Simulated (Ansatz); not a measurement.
hcp Cd was calculated with PBE in Ansatz (plane waves, PAW).

Settings: plane-wave cutoff 520 eV, 18×18×8 k mesh (along the axes of the cell as run), Fermi–Dirac smearing 0.1 eV, perturbation theory, scalar-relativistic PAW data made under PBE.

Computed at the level's own relaxed cell.

Harmonic phonon frequencies (cm⁻¹; i marks an imaginary mode):

```tsv
q point	frequencies
Γ	0 0 0 30 30 82
M	32 40 67 69 135 140
K	29 29 106 113 113 117
```

No imaginary mode appears at these points.

Ansatz is a quantum-chemistry and plane-wave program.
